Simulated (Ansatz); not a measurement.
```xyz
12

C     1.182   -1.305   -0.685
O     0.832   -0.217    0.126
C    -0.502    0.170   -0.040
C    -0.748    1.342    0.878
F    -2.060    1.752    0.743
H     1.060   -1.068   -1.750
H     0.572   -2.190   -0.455
H     2.229   -1.537   -0.490
H    -0.705    0.464   -1.081
H    -1.190   -0.651    0.214
H    -0.094    2.179    0.621
H    -0.577    1.060    1.920
```

Charge 0, multiplicity 1.

Question: List the r2SCAN/def2-TZVPP orbital energies in eV (Ansatz). (Estimate.)

Answer: Computed: Occupied: -665.90, -516.18, -275.02, -274.49, -274.33, -31.43, -27.70, -20.06, -17.60, -16.03, -13.14, -13.05, -12.41, -11.78, -11.67, -10.54, -9.99, -8.53, -8.21, -8.08, -6.46. Lowest empty: 0.92, 1.47, 2.15, 2.59, 2.89, 3.31, 3.62, 3.69.
